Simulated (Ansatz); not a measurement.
C$_{3}$H$_{4}$F$_{2}$, SMILES `C=CC(F)F`, relaxed with RKS PBE0-D4/def2-TZVP in Ansatz 0.2.0 from a PBE-D4/def2-SVP geometry. The force threshold is 0.005 eV/Å; the program also tests the step.

Total charge 0; spin multiplicity 1.

Start:

```xyz
9

C     0.611   -0.518   -1.158
C     0.096   -0.576    0.078
C    -0.529    0.599    0.775
F    -0.402    1.744    0.039
F     0.088    0.798    1.986
H     0.596    0.423   -1.729
H     1.060   -1.402   -1.635
H     0.096   -1.510    0.664
H    -1.617    0.444    0.979
```

Task: How much energy does the relaxation release, and in how many steps? (An estimate is asked.)

Result: Computed: 1.04 kcal/mol, in 10 steps.

Task: Which bonds change most? (Estimate.)

Result: Ansatz gave: C3–H9 from 1.117 to 1.097 Å; C1–C2 from 1.341 to 1.322 Å; C2–H8 from 1.103 to 1.086 Å; C1–H6 from 1.101 to 1.083 Å.

Task: Give the relaxed structure. (Estimate.)

Result: Computed: 
```xyz
9

C     0.600   -0.515   -1.149
C     0.102   -0.570    0.074
C    -0.527    0.590    0.767
F    -0.387    1.735    0.057
F     0.071    0.784    1.976
H     0.580    0.404   -1.724
H     1.044   -1.388   -1.612
H     0.115   -1.487    0.655
H    -1.597    0.445    0.956
```
